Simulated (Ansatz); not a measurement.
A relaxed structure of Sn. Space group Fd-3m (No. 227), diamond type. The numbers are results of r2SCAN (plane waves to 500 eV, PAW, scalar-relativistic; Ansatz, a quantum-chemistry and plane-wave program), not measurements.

```cif
data_Sn2
_chemical_formula_sum 'Sn2'
_space_group_name_H-M_alt 'P 1'
_space_group_IT_number 1
_cell_length_a 4.64338
_cell_length_b 4.64338
_cell_length_c 4.64338
_cell_angle_alpha 60.000
_cell_angle_beta 60.000
_cell_angle_gamma 60.000
loop_
_space_group_symop_operation_xyz
  'x, y, z'
loop_
_atom_site_label
_atom_site_type_symbol
_atom_site_fract_x
_atom_site_fract_y
_atom_site_fract_z
_atom_site_occupancy
Sn1 Sn 0.25000 0.25000 0.25000 1
Sn2 Sn 0.00000 0.00000 0.00000 1
```

Q: Give the band gap at the level r2SCAN.

A: Zero (the bands touch at this level, without spin-orbit coupling).

No spin polarisation in the result.

Measured for Sn: a 6.477 Å (static lattice; corrected from measurement; as listed in Daniel Mejia-Rodriguez, S. B. Trickey, Phys. Rev. B (2018)). Computed minus measured — a: r2SCAN +1.4 %. The computed values are for a static lattice.

The run could not lose the symmetry of its start; a randomly shaken copy of 4 atoms returns to this structure.

All atoms sit on sites fixed by symmetry, so only the cell could relax.
